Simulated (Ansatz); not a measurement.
Geometry optimisation, Ansatz 0.2.0, RKS PBE0-D4/6-31G*.

input.yaml

```yaml
crystal:
  periodic: [false, false, false]
  atoms:
    - { symbol: Al, position_ang: [0.005695, -0.520537, -0.414874] }
    - { symbol: H, position_ang: [0.048, -0.031585, 2.29961] }
    - { symbol: F, position_ang: [1.448578, 0.182964, -0.762337] }
    - { symbol: H, position_ang: [-1.366004, 0.156548, -0.789151] }
    - { symbol: F, position_ang: [0.057324, -2.008649, 0.342236] }
    - { symbol: H, position_ang: [0.046706, -0.677241, 2.001516] }
basis:
  gaussian: { orbitals: "6-31G*" }
hamiltonian:
  xc: pbe0
  dispersion: d4
relax:
  f_tol: 0.03
  max_steps: 50
```

Launched with:

```bash
$ ansatz run input.yaml --threads 1 --pin off --max-ram 2048MiB --backend cpu --events-out ev --progress --plain --runs-dir out
```

Task: Where does it end, and by what steps?

Result: It converged. The force dipped under the threshold on the way, but the program's further checks kept it going. After 11 steps the energy has fallen by 0.083 eV; H2 moved furthest, 0.36 Å.

| step | energy less start (eV) | largest force component (eV/Å) | accepted |
| --- | --- | --- | --- |
| 0 | 0.0000 | 1.375 | yes |
| 1 | -0.0073 | 1.188 | yes |
| 2 | -0.0379 | 0.841 | yes |
| 3 | -0.0708 | 0.318 | yes |
| 4 | -0.0776 | 0.025 | yes |
| 5 | -0.0786 | 0.183 | yes |
| 6 | -0.0763 | 0.203 | no |
| 7 | -0.0822 | 0.046 | yes |
| 8 | -0.0803 | 0.122 | no |
| 9 | -0.0820 | 0.083 | no |
| 10 | -0.0827 | 0.026 | yes |
| 11 | -0.0830 | 0.014 | yes |

```xyz
6
Properties=species:S:1:pos:R:3
Al 0.006 -0.579 -0.310
H 0.106 0.127 1.986
F 1.438 0.199 -0.551
H -1.359 0.147 -0.583
F 0.058 -2.184 0.069
H -0.009 -0.608 2.066
```

Whether the end is a true minimum wasn't checked by a vibrational analysis.

The run took 18 s on 1 thread of Arm Neoverse V1, on a shared host, peak memory 0.11 GiB.
